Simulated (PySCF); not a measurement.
## Reproducing measurements on aziridine

**Measured values to compare with.**

NIST CCCBDB Release 22 (SRD 101), experimental dipoles lists, for the gas: dipole moment 1.89 ± 0.01 D.

The results are set against them at the end.

Aziridine, C₂H₅N.
SMILES with atom numbers: `[CH2:1]1[CH2:2][NH:3]1` (hydrogens: H4, H5 on C1; H6, H7 on C2; H8 on N3)

Cartesian coordinates in Å at the PBE0-D3(BJ)/def2-TZVP level; atoms count from 1:
```
atom  x, y, z in Å
C1    -0.570   -0.034   -0.532
C2     0.494    0.511    0.332
N3     0.531   -0.884   -0.093
H4    -1.552   -0.183   -0.096
H5    -0.574    0.195   -1.592
H6     1.267    1.139   -0.096
H7     0.244    0.737    1.363
H8     0.229   -1.489    0.662
```

Runs made with PySCF (gas phase, on this PBE0-D3(BJ)/def2-TZVP geometry; no spin–orbit coupling):

```tsv
level	job	basis functions	wall time
PBE0-D3(BJ)/def2-TZVP, grid level 2	geometry optimisation from a GFN2-xTB start shaken at random	123	53 s
B97-2/pcSseg-2	shieldings, ring-centre shieldings	178	13 s
KT3/pcSseg-2	shieldings, ring-centre shieldings	178	20 s
PBE0/pcSseg-2	shieldings, ring-centre shieldings, charges and field gradients	178	17 s
wB97X-D/pcSseg-2	shieldings, ring-centre shieldings	178	18 s
CAM-B3LYP/aug-cc-pVTZ	10 singlets by full TDDFT, 4 Tamm–Dancoff triplets, polarisability	253	31 s
PBE0/aug-cc-pVTZ	10 singlets by full TDDFT, 4 Tamm–Dancoff triplets, polarisability, dynamic polarisability	253	29 s
wB97X-D/aug-cc-pVTZ	10 singlets by full TDDFT, 4 Tamm–Dancoff triplets, polarisability, ΔSCF ions	253	59 s
```

Hardware: an Arm Neoverse N1 with one thread (shared host).

**Comparison with experiment**

**Dipole moment.** Measured: 1.89 D (NIST CCCBDB Release 22 (SRD 101), experimental dipoles).

```tsv
level	computed (D)	computed − measured (D)	% (from the printed values)
PBE0-D3(BJ)/def2-TZVP	1.69	-0.20	-11
B97-2/pcSseg-2	1.71	-0.18	-10
KT3/pcSseg-2	1.59	-0.30	-16
PBE0/pcSseg-2	1.72	-0.17	-9
wB97X-D/pcSseg-2	1.77	-0.12	-6
CAM-B3LYP/aug-cc-pVTZ	1.72	-0.17	-9
PBE0/aug-cc-pVTZ	1.65	-0.24	-13
wB97X-D/aug-cc-pVTZ	1.70	-0.19	-10
```

Closest is wB97X-D/pcSseg-2 (-0.12 D), furthest KT3/pcSseg-2 (-0.30 D); one molecule doesn't rank methods. All 8 levels lie below the measurement. The computed dipoles belong to one fixed geometry; measured ones are averaged over vibrations unless marked μe. Magnitudes are compared, not signs.

No measured geometry was used, and the causes of the misses weren't examined.
